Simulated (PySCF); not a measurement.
Electron attachment to [H2O]+•

Molecule: `[OH2+]` ([H2O]+•, doublet). Numbering: `[OH2+:1]`

Energies: M06-2X/ma-def2-TZVP (PySCF, density fitting, integration grid level 3) on PBE0-D3(BJ)/def2-SVP structures. Zero-point and thermal terms (298.15 K, 1 bar) come from unscaled PBE0-D3(BJ)/def2-SVP harmonic frequencies, with soft modes damped to free rotors in the entropy.

Frontier levels of the parent: HOMO -24.61 eV, LUMO -14.12 eV.

Reduction to the singlet neutral:
```
Vertical recombination energy (electronic)              : 12.50 eV
Adiabatic recombination energy (with zero-point energy) : 12.54 eV
Adiabatic, electronic part                              : 12.62 eV
Vertical gap at the product's structure                 : 12.74 eV
Inner reorganisation energy (four-point)                : 236 meV
Relaxation of product / of parent                       : 116 / 120 meV
Largest changes of atomic charge                        : O1 -0.73, H (on O1) -0.13, H (on O1) -0.13
Distances that move most (Å)                            : O1–H 1.007 → 0.963; O1–H 1.007 → 0.963
```

Vertical recombination energy to the triplet neutral: 5.47 eV. This state was not relaxed.

Against the Active Thermochemical Tables (version 1.112): recombination energy to the singlet neutral 12.62 (computed 12.54, error -0.08) eV.

Structures, frequencies and single points took 9.1 s of wall time on 1 thread of Arm Neoverse V1 (shared host), launched as `OMP_NUM_THREADS=1 python redox_run.py task.json out`.
